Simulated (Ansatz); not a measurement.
Ansatz (a program for electronic structure) input (PBE/6-311+G**): The .json file is the Basis Set Exchange's 6-311+G**.

Ansatz 0.2 input:
```yaml
crystal:
  periodic: [false, false, false]
  atoms:
    - {symbol: C, position_ang: [0.00080378, -0.02177211, 0.41324146]}
    - {symbol: C, position_ang: [-0.00024699, -0.78565312, -0.85206570]}
    - {symbol: C, position_ang: [-0.00289049, 0.75882242, -0.86330175]}
    - {symbol: C, position_ang: [0.00340449, -0.09814573, 1.74489492]}
    - {symbol: H, position_ang: [-0.90817693, -1.28775662, -1.19152984]}
    - {symbol: H, position_ang: [0.90811688, -1.28467239, -1.19490016]}
    - {symbol: H, position_ang: [0.90395000, 1.25679477, -1.21086112]}
    - {symbol: H, position_ang: [-0.91270055, 1.25370994, -1.20749014]}
    - {symbol: H, position_ang: [0.00238584, 0.94241549, 2.14816769]}
basis:
  gaussian:
    orbitals: 6-311+G__.json
hamiltonian:
  xc: {name: PBE}
total_charge: -1
output: {forces: true}
```

Output:

```
WARN ansatz: RAYON_NUM_THREADS=1 ignored (pool sized by the plan → 1); use --threads N
Functional definition: PBE
integrals: 0.04 GiB planned
940 factors; their error is unknown
mean field: 0.33 GiB planned
mean field evaluation 1: about -4212.4254 eV, gradient 5.7e1 eV
mean field evaluation 2: about -4109.0957 eV, gradient 1.4e2 eV
mean field evaluation 4: about -4221.0246 eV, gradient 1.2e1 eV
mean field evaluation 8: about -4221.5252 eV, gradient 2.1e-1 eV
mean field evaluation 16: about -4221.4965 eV, gradient 1.2e-4 eV
mean field -4221.49653725 eV, -155.1371363108 hartree, gradient 3.8e-5 eV, S^2 0.000000; 0 other end points of the search recorded, 0 dependent functions left out
the calculation of the forces begins
reference -4221.49659380 eV, -155.1371383890 hartree; 15, 15 occupied and 103, 103 virtual orbitals, 940 factors
Total energy: -4221.49659380 eV, -155.1371383890 hartree
Atom 0 at     0.000804    -0.021772     0.413241 Å, force    -0.000161    -0.080035    -0.159739 eV/Å
Atom 1 at    -0.000247    -0.785653    -0.852066 Å, force    -0.000134     0.027418    -0.047102 eV/Å
Atom 2 at    -0.002890     0.758822    -0.863302 Å, force    -0.000175     0.006027    -0.088627 eV/Å
Atom 3 at     0.003404    -0.098146     1.744895 Å, force     0.001073    -0.145698     0.445075 eV/Å
Atom 4 at    -0.908177    -1.287757    -1.191530 Å, force    -0.270559    -0.153852    -0.072817 eV/Å
Atom 5 at     0.908117    -1.284672    -1.194900 Å, force     0.270808    -0.152933    -0.073822 eV/Å
Atom 6 at     0.903950     1.256795    -1.210861 Å, force     0.273964     0.158006    -0.081877 eV/Å
Atom 7 at    -0.912701     1.253710    -1.207490 Å, force    -0.274801     0.157074    -0.080859 eV/Å
Atom 8 at     0.002386     0.942415     2.148168 Å, force    -0.000016     0.183992     0.159767 eV/Å
Dipole moment:    -0.002926     0.370597    -1.237551 e Å
```

The dipole moment of an ion depends on the origin.
